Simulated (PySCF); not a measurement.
carbon disulfide (CS2), SMILES C(=S)=S. Coordinates come from a PBE0-D3(BJ)/def2-TZVP optimisation.

Calculation: PBE0-D3(BJ)/def2-TZVP run with PySCF 2.14.0.

Harmonic wavenumbers (cm⁻¹): 413, 413, 692, 1598. Rotational constants (GHz): 3.288 (linear); symmetry number 2.

### Question
Work out the zero-point energy and the ideal-gas rigid-rotor harmonic-oscillator thermochemistry at 298.15 K and 1 atm.

### Answer
ZPE = ½ Σ hcν = ½ × 3116 cm⁻¹ = 4.45 kcal/mol. H − E(el) = 6.98 kcal/mol. Entropy in cal/(mol K): translation 38.91, rotation 15.60, vibration 2.15, total 56.66. G − E(el) = -9.92 kcal/mol. Cp = 10.74 cal/(mol K).
